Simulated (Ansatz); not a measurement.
# C2F3 (trifluorovinyl radical) at UCCSD(T)/aug-cc-pVDZ

What is the vertical ionisation energy of C2F3 (trifluorovinyl radical) at UCCSD(T)/aug-cc-pVDZ? 

The results are computed with Ansatz 0.2.0.

45 further runs of the same task are left out: 3 that didn't finish, 42 set aside as unsound or not needed.

### 1 The structure to begin with

The species is C2F3 (5 atoms), meant as a doublet with charge 0. SMILES: `F[C]=C(F)F`. Geometry: relaxed at PBE0-D4/def2-TZVP.

Bond lengths: F1–C2 1.297 Å, C2–C3 1.311 Å, C3–F4 1.317 Å, C3–F5 1.311 Å. Angles: F1–C2–C3 129.8°, C2–C3–F4 124.9°, C2–C3–F5 123.2°, F4–C3–F5 111.9°.

### 2 The energy at UCCSD(T)/aug-cc-pVDZ

Input file molecule.yaml:

```yaml
crystal:
  periodic: [false, false, false]
  atoms:
    - symbol: F
      position_ang: [0.577720, -1.033470, 1.511080]
    - symbol: C
      position_ang: [0.506940, 0.038840, 0.785720]
    - symbol: C
      position_ang: [-0.126500, 0.247860, -0.343200]
    - symbol: F
      position_ang: [-0.848620, -0.650470, -0.980670]
    - symbol: F
      position_ang: [-0.109540, 1.397240, -0.972920]
basis:
  gaussian:
    orbitals: aug-cc-pVDZ
magnetization:
  spin_polarized: true
  initial_magnetization: 1
correlation:
  method: ccsd_t
  frozen_orbitals: {C: 1, F: 1}
accuracy: high
scf:
  omitted_lower_state_checks: [cluster_reference, increment]
```

Launch:

```sh
ansatz run molecule.yaml --threads 1 --pin off --max-ram 3480MiB --events-out events.jsonl --progress --plain --runs-dir runs
```

Output (excerpt; [...] marks lines left out):

```text
Warning: RAYON_NUM_THREADS=1 ignored (pool sized by the plan → 1); use --threads N
Functional definition: HF
  name "HF"
[...]
2299 factors; integrals over basis functions are off by at most 2.3e-9 eV
[...]
mean field -10176.21741453 eV, -373.9690922960 hartree, gradient 1.9e-8 eV, S^2 0.937219; 1 other end points of the search recorded, 0 dependent functions left out
5 core orbitals not correlated: weight in the atoms' cores, before any rotation towards them, 1.000 or more for the frozen orbitals, at most 0.000 for the correlated occupied ones
reference -10176.21741453 eV, -373.9690922960 hartree; 15, 14 occupied and 95, 96 virtual orbitals, 2299 factors
second order -22.33006518 eV of doubles, -0.00000000 eV of singles
cycle   1  -22.20147029 eV  change    1.3e-1 eV  update   1.2e-1
[...]
cycle  30  -23.05220860 eV  change   -2.8e-9 eV  update   1.9e-9
perturbative correction -0.71152325 eV, -0.0261479970 hartree
Total energy: -10199.98114638 eV, -374.8423933338 hartree
Checks for a lower state left out: cluster_reference, increment
```

Run time: 11 min. Hardware: 1 thread of Arm Neoverse N1, shared host; peak memory 2.6 GiB.

### 3 The singlet cation, same level

Input file run.yaml:

```yaml
basis:
  gaussian: {orbitals: aug-cc-pVDZ}
crystal:
  periodic: [false, false, false]
  atoms:
    - {symbol: F, position_ang: [0.577720, -1.033470, 1.511080]}
    - {symbol: C, position_ang: [0.506940, 0.038840, 0.785720]}
    - {symbol: C, position_ang: [-0.126500, 0.247860, -0.343200]}
    - {symbol: F, position_ang: [-0.848620, -0.650470, -0.980670]}
    - {symbol: F, position_ang: [-0.109540, 1.397240, -0.972920]}
total_charge: 1
correlation: {method: ccsd_t, frozen_orbitals: {C: 1, F: 1}}
accuracy: high
scf: {omitted_lower_state_checks: [cluster_reference, increment]}
```

Launch:

```sh
ansatz run run.yaml --threads 1 --pin off --max-ram 3480MiB --events-out events.jsonl --progress --plain --runs-dir runs
```

Output (excerpt; [...] marks lines left out):

```text
Warning: RAYON_NUM_THREADS=1 ignored (pool sized by the plan → 1); use --threads N
[... 2 set-up lines as earlier in the session ...]
[...]
2297 factors; integrals over basis functions are off by at most 2.3e-9 eV
[...]
mean field -10164.14210949 eV, -373.5253330208 hartree, gradient 1.9e-8 eV, S^2 0.000000; 4 other end points of the search recorded, 0 dependent functions left out; unrestricted orbitals would lower it
5 core orbitals not correlated: weight in the atoms' cores, before any rotation towards them, 1.000 or more for the frozen orbitals, at most 0.000 for the correlated occupied ones
reference -10164.14210949 eV, -373.5253330208 hartree; 14, 14 occupied and 96, 96 virtual orbitals, 2297 factors
second order -22.89919482 eV of doubles, -0.00000000 eV of singles
cycle   1  -22.46839280 eV  change    4.3e-1 eV  update   1.5e-1
[...]
cycle  32  -23.37893189 eV  change   -2.7e-9 eV  update   2.8e-9
perturbative correction -0.86133001 eV, -0.0316532941 hartree
Total energy: -10188.38237139 eV, -374.4161462151 hartree
Checks for a lower state left out: cluster_reference, increment
```

Wall time 3 min (1 thread of Arm Neoverse N1, shared host); peak memory 1.1 GiB.

### 4 Outcome

At UCCSD(T)/aug-cc-pVDZ, 5 core orbitals frozen:

| quantity | value |
| --- | --- |
| doublet C2F3: total energy | -374.84239 Eh |
| doublet C2F3: correlation energy (5 core orbitals frozen) | -873.3 mEh |
| doublet C2F3: (T) correction | -26.15 mEh |
| doublet C2F3: ⟨S²⟩ of the reference determinant | 0.937 |
| doublet C2F3: T1 diagnostic | 0.029 |
| singlet cation: total energy | -374.41615 Eh |
| singlet cation: correlation energy (5 core orbitals frozen) | -890.8 mEh |
| singlet cation: (T) correction | -31.65 mEh |
| singlet cation: T1 diagnostic | 0.025 |
| vertical ionisation energy (to the singlet cation) | 11.599 eV |

The vertical ionisation energy comes to 11.60 eV (1119 kJ/mol). Only the singlet of the ionised species was computed; a triplet could lie lower. ⟨S²⟩ (doublet C2F3) is 0.94 where a pure doublet has 0.75: the reference is spin-contaminated. The triples (doublet C2F3) make up 3.0 % of the correlation energy. The T1 diagnostic (singlet cation) of 0.025 is above the customary mark for such species, so a single reference may not serve. The restricted solution (singlet cation) is unstable to spin breaking: an unrestricted one lies lower.
